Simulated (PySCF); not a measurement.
Method: PBE in PySCF with C def2-TZVP, F def2-TZVP; no relativity; density-fitted integrals. Open shells, if any, are unrestricted.

What spin state, shape and geometry does isolated CF₂ take (every ligand bound to C)?

Counting electrons, carbon keeps 2 of its valence electrons outside its bonds, so the VSEPR class is AX2E1 and the expected shape is bent (C2v), as computed. The lowest minimum found is a singlet of C2v symmetry with C–F 1.318 Å (×2); F–C–F 104.6°. Its harmonic wavenumbers are 640 (a1), 1057 (b2), 1172 (a1) cm⁻¹ and its dipole moment is 0.71 D.
